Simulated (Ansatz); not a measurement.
For SnSe (Pnma, No. 62), PBE (Ansatz, a first-principles code, PAW) gives:

| Item | Value |
|---|---|
| equilibrium volume per atom | 28.32 Å³/atom |
| formation enthalpy | -0.459 eV/atom |

Question: What does r²SCAN+rVV10 (plane waves, PAW; Ansatz) give for the same quantities?

Answer: 
- equilibrium volume per atom: 27.18 Å³/atom (shrinks by 4.0 %)
- formation enthalpy: -0.514 eV/atom (moves by -0.055 eV/atom)

For comparison: equilibrium volume per atom 26.41 Å³/atom (measured, temperature not stated, not corrected to a static lattice, from a published cell, temperature and pressure not stated; as tabulated in Journal of Physics and Chemistry of Solids 47, 879 (1986)).

Changes are worked out from the printed values.

Unless a cell is named, each level is at its own relaxed cell (PBE 28.32, r²SCAN+rVV10 27.18 Å³/atom).

Levels without +SOC leave out spin–orbit coupling, which shifts energies and cells of such heavy elements.

Ansatz's density-functional and Hartree–Fock values are scalar-relativistic unless marked +SOC, with PAW data made under PBE.
